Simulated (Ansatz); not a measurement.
Zinc-blende CdS (metastable phase), treated with r²SCAN (PAW; Ansatz, a quantum-chemistry and plane-wave program).

The same calculation (at the measured cell, 24.617 Å³/atom) with different numerical settings:

```tsv
run	k mesh	gap on the mesh (eV)	total energy (eV/atom)
1	4×4×4	1.602	-4587.7873
2	6×6×6	1.612	-4587.8009
3	8×8×8	1.613	-4587.8017
4	12×12×12	1.613	-4587.8018
5	16×16×16	1.613	-4587.8018
6	20×20×20	1.613	-4587.8018
```

In the column total energy (eV/atom) the first row differs from the last by +0.0145 and the next to last by 0.0000.

The last row is no converged limit: other settings stay fixed.

Spin–orbit coupling is not included.
